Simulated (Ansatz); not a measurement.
Relaxation of CHF₃ (5 atoms, charge 0, multiplicity 1), to a largest force component of 0.03 eV/Å in at most 50 steps.

The calculation used Ansatz, RKS PBE-D4/def2-SVP.

```xyz
5
Properties=species:S:1:pos:R:3:forces:R:3
C -0.300 -0.481 -0.696 0.03 0.05 0.18
F -0.135 -1.627 -0.079 -0.04 0.06 -0.05
F 0.795 -0.310 -1.394 0.00 0.00 -0.03
H -0.565 1.290 0.848 -0.92 0.07 -0.67
F 0.205 1.128 1.321 0.93 -0.17 0.57
```

Question: Where does it end, and by what steps?

Answer: The forces met the threshold. After 7 steps the energy has fallen by 0.139 eV; H4 moved furthest, 0.45 Å.

```json
{"step": "0", "energy less start (eV)": "0.0000", "largest force component (eV/Å)": "0.927", "accepted": "yes"}
{"step": "1", "energy less start (eV)": "-0.0510", "largest force component (eV/Å)": "0.893", "accepted": "yes"}
{"step": "2", "energy less start (eV)": "-0.0897", "largest force component (eV/Å)": "0.976", "accepted": "yes"}
{"step": "3", "energy less start (eV)": "-0.1096", "largest force component (eV/Å)": "0.962", "accepted": "yes"}
{"step": "4", "energy less start (eV)": "-0.1323", "largest force component (eV/Å)": "0.519", "accepted": "yes"}
{"step": "5", "energy less start (eV)": "-0.1369", "largest force component (eV/Å)": "0.227", "accepted": "yes"}
{"step": "6", "energy less start (eV)": "-0.1385", "largest force component (eV/Å)": "0.048", "accepted": "yes"}
{"step": "7", "energy less start (eV)": "-0.1386", "largest force component (eV/Å)": "0.010", "accepted": "yes"}
```

```xyz
5
Properties=species:S:1:pos:R:3
C -0.215 -0.349 -0.508
F -0.227 -1.587 -0.103
F 0.721 -0.271 -1.410
H -0.396 0.924 0.644
F 0.117 1.283 1.377
```

Whether the end is a true minimum wasn't checked by a vibrational analysis.

Run time: 20 s on 1 thread of Intel(R) Xeon(R) Processor @ 2.50GHz (Skylake/Cascade Lake) (shared host), peak memory 0.12 GiB.
